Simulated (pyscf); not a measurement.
Single points on ωB97X-D3(BJ)/def2-SVP structures (PySCF, gas phase). MP2 and CC: frozen core, UHF for open shells. ΔMP2 is the change of the MP2 total energy from the triple- to the quadruple-zeta basis.

### Question
H₃C–SiH₃ (SMILES C[SiH3]) + BH₃ (SMILES B) → H₂B–CH₃ (SMILES BC) + SiH₄ (SMILES [SiH4])
Surface: singlet. Broken: C–Si, B–H. Formed: B–C, H–Si. Give ΔE‡ and ΔE from CCSD(T)/def2-TZVPP + ΔMP2(QZVPP), relative to the separated reactants.

### Answer
ΔE‡ = 0.71 eV, ΔE = -0.13 eV. Zero-point energy shifts the barrier by +0.16 eV. It is a four-centre exchange, with an imaginary mode of 337i cm⁻¹. On the product side the descent ends in an adduct with a B–H, B–Si contact, 0.26 eV under the separated species and 0.99 eV under the saddle at ωB97X-D3(BJ)/def2-TZVP. What is counted as broken (B–H) persists as a longer contact in the product adduct; parting that adduct is a step of its own. This is the saddle that the search found; another between the same sides may lie lower. The CCSD(T) − MP2 part came from Ansatz, without density fitting, on the same reference.
